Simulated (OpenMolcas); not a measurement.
# doublet CH3AlO− at 6 levels

We compute a comparison of 6 runs (UB3LYP/6-31G*, U-r2SCAN/aug-cc-pVDZ, UBHLYP/aug-cc-pVDZ, UBLYP/aug-cc-pVDZ, UM06-2X/aug-cc-pVDZ, UPBE0/aug-cc-pVDZ) of doublet CH3AlO−. 

Program for the calculation: OpenMolcas 26.06.

## 1. The molecule

The species is CH3AlO− (6 atoms), meant as a doublet with charge -1. SMILES of the parent species: `[CH3][Al]=[O]`. The coordinates come from a PBE0-D4/def2-TZVP relaxation. That shape belongs to the parent species and isn't relaxed for this state.

Bond lengths: C1–Al2 1.935 Å, Al2–O3 1.596 Å, C1–H4 1.092 Å, C1–H5 1.092 Å, C1–H6 1.092 Å. Angles: C1–Al2–O3 180.0°, Al2–C1–H4 110.5°, Al2–C1–H5 110.5°, Al2–C1–H6 110.5°, H4–C1–H5 108.4°, H4–C1–H6 108.4°, H5–C1–H6 108.4°.

## 2. The energy at UB3LYP/6-31G(d) (spherical functions) (run 1)

Contents of run.input:

```
* CH3AlO Kohn-Sham DFT
&GATEWAY
BASLIB = $CurrDir
BASISSET
C.6-31Gs....
C1 -0.412500 0.498200 -0.315400 angstrom
End of Basis
BASISSET
Al.6-31Gs....
Al2 0.696700 -0.841400 0.532500 angstrom
End of Basis
BASISSET
O.6-31Gs....
O3 1.611700 -1.946300 1.232100 angstrom
End of Basis
BASISSET
H.6-31Gs....
H4 0.065200 1.479100 -0.263900 angstrom
H5 -1.383600 0.560900 0.180800 angstrom
H6 -0.577400 0.249400 -1.366100 angstrom
End of Basis
&SEWARD
GRIDINPUT
Grid=UltraFine
End of Grid
&SCF
UHF
CHARGE = -1
SPIN = 2
KSDFT = B3LYP
THRESHOLDS = 1e-10 1e-07 1e-07 1e-05
PRORBITALS = 1 2
```

The basis set 6-31G* is read from a file made from the Basis Set Exchange's data (not shown).

Run with:

```console
export MOLCAS_MEM=1860
pymolcas run.input > run.log
```

Standard output:

```text
--- Start Module: gateway ---
[...]
--- Stop Module: gateway /rc=_RC_ALL_IS_WELL_ ---
--- Start Module: seward ---
[...]
      Basis functions           52
--- Stop Module: seward /rc=_RC_ALL_IS_WELL_ ---
--- Start Module: scf ---
[...]
       Convergence after  20 Iterations
[...]
::    Total KS-DFT energy                            -357.5413928032
[...]
      Total spin, S                                     0.5045878908
[...]
      Total electronic charge=   31.000000
      Total            charge=   -1.000000
[...]
      Dipole Moment (debye):
      Origin of the operator (angstrom)=    0.6503   -0.7853    0.4971
                   X= -2.1497E+00               Y=  2.5970E+00               Z= -1.6427E+00           Total=  3.7502E+00
      Center of Charge (angstrom)
[...]
--- Stop Module: scf /rc=_RC_ALL_IS_WELL_ ---
[...]
```

Wall time 18 s (1 thread of Arm Neoverse V2, shared host); peak memory 0.38 GiB.

## 3. A single-point energy at U-r2SCAN/aug-cc-pVDZ (run 2)

Contents of run.inp:

```
* CH3AlO Kohn-Sham DFT
>>> EXPORT MOLCAS_PRINT=2

&GATEWAY
 BasLib
 $CurrDir
 Coord
 6
 angstrom
 C       -0.412500       0.498200      -0.315400
 Al       0.696700      -0.841400       0.532500
 O        1.611700      -1.946300       1.232100
 H        0.065200       1.479100      -0.263900
 H       -1.383600       0.560900       0.180800
 H       -0.577400       0.249400      -1.366100
 Basis
 aug-cc-pVDZ
 Group
 NoSym

&SEWARD
 GridInput
 Grid=UltraFine
 End of Grid

&SCF
 UHF
 Charge
 -1
 Spin
 2
 KSDFT
 2
 1.0 MGGA_X_R2SCAN
 1.0 MGGA_C_R2SCAN
 Thresholds
 1e-10 1e-07 1e-07 1e-05
 PrOrbitals
 1 1
```

The basis set aug-cc-pVDZ is read from a file made from the Basis Set Exchange's data (not shown).

Run with:

```console
export MOLCAS_MEM=1860
pymolcas run.inp > run.log
```

Standard output:

```text
--- Start Module: gateway ---
[...]
--- Stop Module: gateway /rc=_RC_ALL_IS_WELL_ ---
--- Start Module: seward ---
[...]
      Basis functions          100
--- Stop Module: seward /rc=_RC_ALL_IS_WELL_ ---
[...]
--- Start Module: scf ---
[...]
       Convergence after  28 Iterations
[...]
::    Total KS-DFT energy                            -357.4922357962
[...]
      Total spin, S                                     0.5055422912
[...]
      Total electronic charge=   31.000000
      Total            charge=   -1.000000
[...]
      Dipole Moment (debye):
      Origin of the operator (angstrom)=    0.6503   -0.7853    0.4971
                   X= -5.2317E-01               Y=  6.3222E-01               Z= -3.9927E-01           Total=  9.1260E-01
      Center of Charge (angstrom)
[...]
--- Stop Module: scf /rc=_RC_ALL_IS_WELL_ ---
[...]
```

Wall time 2.2 min (1 thread of Arm Neoverse V2, shared host); peak memory 0.56 GiB.

## 4. The energy at UBHLYP/aug-cc-pVDZ (run 3)

Contents of mol.inp:

```
* CH3AlO Kohn-Sham DFT
>>> EXPORT MOLCAS_PRINT=2

&GATEWAY
 BASLIB = $CurrDir
 COORD
 6
 angstrom
 C       -0.412500       0.498200      -0.315400
 Al       0.696700      -0.841400       0.532500
 O        1.611700      -1.946300       1.232100
 H        0.065200       1.479100      -0.263900
 H       -1.383600       0.560900       0.180800
 H       -0.577400       0.249400      -1.366100
 BASIS = aug-cc-pVDZ
 GROUP = NoSym

&SEWARD
 GRIDINPUT
 Grid=UltraFine
 End of Grid

&SCF
 UHF
 CHARGE = -1
 SPIN = 2
 KSDFT = HYB_GGA_XC_BHANDHLYP
 THRESHOLDS = 1e-10 1e-07 1e-07 1e-05
 PRORBITALS = 0
```

The basis set aug-cc-pVDZ is read from a file made from the Basis Set Exchange's data (not shown).

Run with:

```console
export MOLCAS_MEM=1860
pymolcas mol.inp > mol.log
```

Standard output:

```text
--- Start Module: gateway ---
[...]
--- Stop Module: gateway /rc=_RC_ALL_IS_WELL_ ---
--- Start Module: seward ---
[...]
      Basis functions          100
--- Stop Module: seward /rc=_RC_ALL_IS_WELL_ ---
[...]
--- Start Module: scf ---
[...]
       Convergence after  21 Iterations
[...]
::    Total KS-DFT energy                            -357.5073012037
[...]
      Total spin, S                                     0.5011074286
[...]
      Total electronic charge=   31.000000
      Total            charge=   -1.000000
[...]
      Dipole Moment (debye):
      Origin of the operator (angstrom)=    0.6503   -0.7853    0.4971
                   X= -5.7588E-01               Y=  6.9630E-01               Z= -4.3958E-01           Total=  1.0048E+00
      Center of Charge (angstrom)
[...]
--- Stop Module: scf /rc=_RC_ALL_IS_WELL_ ---
[...]
```

Wall time 64 s (1 thread of Arm Neoverse V2, shared host); peak memory 0.56 GiB.

Runs 4 to 5 aren't shown in full; the table further down has their settings and results.

## 5. A single-point energy at UPBE0/aug-cc-pVDZ (run 6)

Contents of mol.xyz:

```xyz
6

C     -0.412500     0.498200    -0.315400
Al     0.696700    -0.841400     0.532500
O      1.611700    -1.946300     1.232100
H      0.065200     1.479100    -0.263900
H     -1.383600     0.560900     0.180800
H     -0.577400     0.249400    -1.366100
```

Contents of calc.inp:

```
&gateway
 baslib=$CurrDir
 coord=mol.xyz
 basis=aug-cc-pVDZ
 group=NoSym

&seward
 gridinput
 Grid=UltraFine
 End of Grid

&scf
 uhf
 charge=-1
 spin=2
 ksdft=PBE0
 thresholds=1e-10 1e-07 1e-07 1e-05
 prorbitals=0
```

The basis set aug-cc-pVDZ is read from a file made from the Basis Set Exchange's data (not shown).

Run with:

```console
export MOLCAS_MEM=1860
pymolcas calc.inp > calc.log
```

Standard output:

```text
--- Start Module: gateway ---
[...]
--- Stop Module: gateway /rc=_RC_ALL_IS_WELL_ ---
--- Start Module: seward ---
[...]
      Basis functions          100
--- Stop Module: seward /rc=_RC_ALL_IS_WELL_ ---
[...]
--- Start Module: scf ---
[...]
       Convergence after  23 Iterations
[...]
::    Total KS-DFT energy                            -357.3325774453
[...]
      Total spin, S                                     0.5023264445
[...]
      Total electronic charge=   31.000000
      Total            charge=   -1.000000
[...]
      Dipole Moment (debye):
      Origin of the operator (angstrom)=    0.6503   -0.7853    0.4971
                   X= -4.4751E-01               Y=  5.4119E-01               Z= -3.4136E-01           Total=  7.8082E-01
      Center of Charge (angstrom)
[...]
--- Stop Module: scf /rc=_RC_ALL_IS_WELL_ ---
[...]
```

It took 71 s on 1 thread of Arm Neoverse V2, shared host; peak memory 0.56 GiB.

## 6. All runs side by side

| run | level | energy (Eh) | HOMO energy (eV) | LUMO energy (eV) | ⟨S²⟩ | wall time |
| --- | --- | --- | --- | --- | --- | --- |
| 1 | UB3LYP/6-31G* (spherical functions) | -357.541393 | 2.44 | 4.21 | 0.759 | 18 s |
| 2 | U-r2SCAN/aug-cc-pVDZ | -357.492236 | 1.23 | 2.04 | 0.761 | 2.2 min |
| 3 | UBHLYP/aug-cc-pVDZ | -357.507301 | 0.63 | 2.52 | 0.752 | 64 s |
| 4 | UBLYP/aug-cc-pVDZ | -357.557301 | 1.44 | 1.75 | 0.751 | 73 s |
| 5 | UM06-2X/aug-cc-pVDZ | -357.503962 | 0.39 | 2.24 | 0.755 | 4.6 min |
| 6 | UPBE0/aug-cc-pVDZ | -357.332577 | 0.90 | 2.32 | 0.755 | 71 s |

## 7. Summary of results

| quantity | value |
| --- | --- |
| run 6: total energy | -357.33258 Eh |
| run 6: HOMO energy (highest over α and β) | 0.90 eV |
| run 6: LUMO energy (lowest over α and β) | 2.32 eV |
| run 6: ⟨S²⟩ | 0.755 |

What this shows: Totals of different functionals can't be ranked against each other. In runs 1, 2, 3, 4, 5, 6 the HOMO lies above zero, so the outermost electron may be held by the basis alone. All runs together took 11 min, the longest 4.6 min.
